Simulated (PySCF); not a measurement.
Homolysis of single bonds, series SiF3-X. All species are isolated molecules in the gas phase. One relaxed conformer stands for each flexible species; it need not be the lowest. Strings in code marks are SMILES.

Level of theory: PySCF 2.14.0 with PBE-D3(BJ)/def2-TZVP // r2SCAN-D4/def2-TZVP. 

| species | dipole moment (D) |
|---|---|
| radical fragment (`F[Si](Cl)F`) | 0.89 |
| whole molecule (`O[Si](F)(F)F`) | 2.12 |
| whole molecule (`F[Si](F)([SiH3])F`) | 1.93 |
| radical fragment (`[SH]`) | 0.87 |
| whole molecule (`[SeH][Si](F)(F)F`) | 1.50 |
| whole molecule (`F[Si](F)(F)[AlH2]`) | 2.18 |
